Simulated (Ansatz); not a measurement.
Results of RPBE (plane waves, PAW; Ansatz, a program for electronic structure) for cubic perovskite BaTiO₃ (cubic high-temperature phase).

Run with plane-wave cutoff 520 eV, 8×8×8 k mesh, Fermi–Dirac smearing 0.01 eV, no spin polarisation, scalar-relativistic PAW data made under PBE.

Pressure at four volumes; x = ln(V/13.339 Å³). One pressure is withheld.

| V (Å³/atom) | x | P (GPa) |
|---|---|---|
| 12.539 | -0.0618 | 10.58 |
| 13.339 | 0.0000 | 0.00 |
| 13.872 | 0.0392 | -5.33 |
| 14.139 | 0.0582 | ? |

Q: Pass a parabola P(x) through the three rows shown, estimate the bulk modulus and its pressure derivative near zero pressure, and predict the withheld pressure.

A: Slopes between the rows: (0.00 − (10.58))/(0.0000 − (-0.0618)) = -171.20 and (-5.33 − (0.00))/(0.0392 − (0.0000)) = -135.97 GPa. Their difference over the span 0.1010 is c = 35.23/0.1010 = 348.8 GPa, so P(x) = 10.58 + (-171.20)(x − (-0.0618)) + 348.8 (x − (-0.0618))(x − (0.0000)). At the middle row B = −dP/dx = −[-171.20 + 348.8 × 0.0618] = 149.6 GPa, and B′ = dB/dP = 2c/B = 4.7. At x = 0.0582 the parabola gives -7.53 GPa; the run gives -7.58 GPa. The Birch–Murnaghan fit to the energies at all volumes has B0 = 149 GPa and B′ = 4.6.

Measured, for comparison: bulk modulus 162 GPa (temperature not stated, not corrected to a static lattice, our sources range from 162 to 173; as tabulated in Matsushita et al. (2011), arXiv:1104.2769). Computed (rounded) less measured: bulk modulus -8 % (-8 % to -14 % over the range).

Note: the relaxation could not lower the start's symmetry, so the cell can be a saddle point above a distorted one.

Spin–orbit coupling is not included.
